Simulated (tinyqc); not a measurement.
Worked calculation: CCSD on RHF in the sto-3g basis, for BH2+, spin multiplicity 1. One step of it, computed by the program tinyqc.

Task: Orthogonalisation. S = U s U^T; canonical form X = U s^(-1/2), so that X^T S X = 1. Each column of U has its largest component positive (the first on a tie).

overlap S:
```
           1B 1s     1B 2s    1B 2px     1B 2py    1B 2pz     2H 1s      3H 1s
1B 1s   1.000000  0.269328  0.000000   0.000000  0.000000  0.052234   0.052234
1B 2s   0.269328  1.000000  0.000000   0.000000  0.000000  0.422474   0.422474
1B 2px  0.000000  0.000000  1.000000   0.000000  0.000000  0.000000   0.000000
1B 2py  0.000000  0.000000  0.000000   1.000000  0.000000  0.406630  -0.406630
1B 2pz  0.000000  0.000000  0.000000   0.000000  1.000000  0.193931   0.193931
2H 1s   0.052234  0.422474  0.000000   0.406630  0.193931  1.000000   0.066445
3H 1s   0.052234  0.422474  0.000000  -0.406630  0.193931  0.066445   1.000000
```

Give: eigenvalues of S; X.

Result:

eigenvalues of S: 0.348  0.391  0.873  1.000  1.087  1.543  1.759

X:
```
             1       2       3      4       5       6      7
1B 1s   -0.352   0.000   0.773  0.000  -0.568   0.000  0.219
1B 2s    1.152   0.000  -0.287  0.000  -0.243   0.000  0.478
1B 2px   0.000   0.000   0.000  1.000   0.000   0.000  0.000
1B 2py   0.000   1.098   0.000  0.000   0.000   0.585  0.000
1B 2pz   0.462   0.000   0.619  0.000   0.699   0.000  0.184
2H 1s   -0.777  -0.823  -0.203  0.000   0.156   0.391  0.359
3H 1s   -0.777   0.823  -0.203  0.000   0.156  -0.391  0.359
```
